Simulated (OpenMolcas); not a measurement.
# OpenMolcas input wanted

CH2F2O has 6 atoms, charge 0, and is taken as a singlet. SMILES: `OC(F)F`. Geometry: relaxed at PBE0-D4/def2-TZVP. This is one conformer, not always the lowest.

```xyz
6

O     0.0951    0.9856   -0.4385
C     0.0606   -0.1378    0.3022
F     0.8763   -1.0925   -0.2082
F    -1.1797   -0.6843    0.3151
H    -0.1766    0.7729   -1.3403
H     0.3662    0.0921    1.3235
```

Settings wanted:

```yaml
method: HF
reference: RHF
basis_set: 3-21G
task: gradient
nucleus: point
SCF_convergence_threshold: 1e-10
d_and_f_functions: spherical
```

Problem. Write the OpenMolcas 26.06 input and the command.

Solution. This one ran through:

calc.input:
```
>>> EXPORT MOLCAS_PRINT=2

&GATEWAY
  BasLib=$CurrDir
  Coord
  6
  angstrom
  O        0.095100       0.985600      -0.438500
  C        0.060600      -0.137800       0.302200
  F        0.876300      -1.092500      -0.208200
  F       -1.179700      -0.684300       0.315100
  H       -0.176600       0.772900      -1.340300
  H        0.366200       0.092100       1.323500
  Basis=3-21G
  Group=NoSym

&SEWARD

&SCF
  Thresholds=1e-10 1e-07 1e-07 1e-05
  PrOrbitals=1 2

&ALASKA
```

```bash
$ export MOLCAS_MEM=1860
$ pymolcas calc.input > calc.log
```

(Basis files named in the input come from the Basis Set Exchange and aren't shown.)

Calculated total energy: -311.07292 Eh, largest force 2.322 eV/Å. The shape is far from stationary at this level.
